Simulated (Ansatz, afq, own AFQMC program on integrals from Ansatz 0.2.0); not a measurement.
The Si2–Br3 bond of SiBrCl, singlet, worked out

```xyz
3

Cl    0.7220    1.4325    0.5421
Si   -0.7702    0.2997   -0.3858
Br    0.0373   -1.7970   -0.1696
```

The molecule and both fragments are relaxed with PBE0/def2-SVP; the fragments keep their bonds.

Basis def2-TZVP. Noble-gas cores (and the filled d shells of Ga–Kr and In–Xe) are frozen. Ansatz 0.2.0 and our own AFQMC program on the same integrals; the CISD trial comes from CCSD amplitudes, and released means the phaseless constraint is let go. Uncertainties: one standard error, sampling alone. No spin–orbit coupling.

Total energies in eV. CBS is CCSD(T) at the limit of def2-TZVPP/QZVPP (extrapolated itself); the highest rung of each member is named.

Cautions: inner d shell frozen; no relativity below Rb; no spin-orbit coupling; SiBrCl (singlet): restricted determinant unstable towards unrestricted (UHF 6 meV lower, ⟨S²⟩ 0.10).

```csv
member,count,CCSD(T)/def2-TZVP,highest rung in def2-TZVP,which,CCSD(T)/CBS
"SiCl, doublet",+1,-20374.3166,-20374.3678,CCSDT(Q),-20376.3013
Br (doublet),+1,-70002.8246,-70002.8428,CCSDTQ,-70005.1209
"SiBrCl, singlet",-1,-90380.8976,-90380.9672,CCSDT(Q),-90385.3902
```

Question: Work out the best estimate of the bond energy: the CCSD(T)/CBS difference plus the step from CCSD(T) to the highest rung.

Answer: Sums with the counts: CCSD(T)/CBS 3.9680 eV, highest rung 3.7566 eV, CCSD(T)/def2-TZVP 3.7564 eV. The step is 3.7566 − 3.7564 = 0.0002 eV, so the best estimate is 3.9680 + (0.0002) = 3.9682 eV = 382.9 kJ/mol. The basis set is worth 0.212 eV of it. Zero-point, core-correlation and spin–orbit terms aren't in it. Past Ne the Hartree–Fock part of each CBS total tends to overshoot, since the cores don't follow the formula; that largely cancels in the difference.

Best estimates are given only where the step beyond CCSD(T) is under 0.3 eV and no member's determinant is very poor (T1 over 0.05, or 0.07 for open shells, ⟨S²⟩ too high by 0.3, two states mixed), so the hardest cases are missing from such tables.

CCSDT and higher add their correlation energy to the determinant of the CCSD(T) run, since their own runs factorise the integrals more tightly (a shift of under 2 meV). Each member of a difference takes its own highest rung, so a best estimate needn't equal the limit plus the step of one row.
